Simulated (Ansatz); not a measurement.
Relaxation of C₃H₇FO (12 atoms, charge 0, multiplicity 1), to a largest force component of 0.015 eV/Å in at most 40 steps.

Level of theory: Ansatz 0.2.0, RKS B3LYP-D4/6-31G*.

```xyz
12
Properties=species:S:1:pos:R:3
O -1.127 -0.892 1.657
C -0.863 -0.403 0.332
C 0.537 0.121 0.312
C 1.072 0.549 -1.068
F 0.174 1.514 -1.528
H -2.112 -1.097 1.635
H -1.538 0.390 0.056
H -0.936 -1.227 -0.362
H 1.253 -0.631 0.757
H 0.642 0.974 1.034
H 0.938 -0.294 -1.751
H 2.037 0.941 -1.040
```

Q: Where does it end, and by what steps?

A: It converged. After 5 steps the energy has fallen by 0.267 eV; O1 moved furthest, 0.07 Å.

```
step  energy less start (eV)  largest force component (eV/Å)  accepted
   0                  0.0000                           3.498       yes
   1                 -0.2355                           0.829       yes
   2                 -0.2638                           0.235       yes
   3                 -0.2661                           0.105       yes
   4                 -0.2667                           0.021       yes
   5                 -0.2668                           0.015       yes
```

```xyz
12
Properties=species:S:1:pos:R:3
O -1.159 -0.831 1.668
C -0.860 -0.419 0.339
C 0.567 0.113 0.333
C 1.020 0.551 -1.047
F 0.175 1.553 -1.528
H -2.092 -1.092 1.695
H -1.543 0.371 -0.005
H -0.944 -1.261 -0.370
H 1.245 -0.668 0.699
H 0.637 0.956 1.031
H 0.992 -0.282 -1.762
H 2.040 0.953 -1.020
```

The run took 24 s on 1 thread of Intel(R) Xeon(R) Platinum 8488C (Sapphire Rapids), with other jobs on the host, peak memory 0.19 GiB.
